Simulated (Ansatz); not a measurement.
# HgS (P3₂21, No. 154)

Calculation: PBE (Ansatz, an electronic-structure program, PAW).

Settings: plane-wave cutoff 500 eV, 12×12×4 k mesh (along the axes of the cell as run), Fermi–Dirac smearing 0.05 eV, scalar-relativistic PAW data made under PBE.

Cell (relaxed at this level):

```
CELL_PARAMETERS angstrom
      2.22875    -3.86031     0.00000
      2.22875     3.86031     0.00000
      0.00000     0.00000     9.74645
ATOMIC_POSITIONS crystal
  Hg 0.76768 0.00000 0.66667
  Hg 0.00000 0.76768 0.33333
  Hg 0.23232 0.23232 0.00000
  S  0.44837 0.00000 0.16667
  S  0.00000 0.44837 0.83333
  S  0.55163 0.55163 0.50000
```

- band gap: 1.82 eV (on the SCF k mesh)

Note: the volume lies 19 % above that of the published cell.

Spin–orbit coupling is not included.

Computed values are for the static lattice.

Cost on a shared machine: around 6 core-minutes (rough).
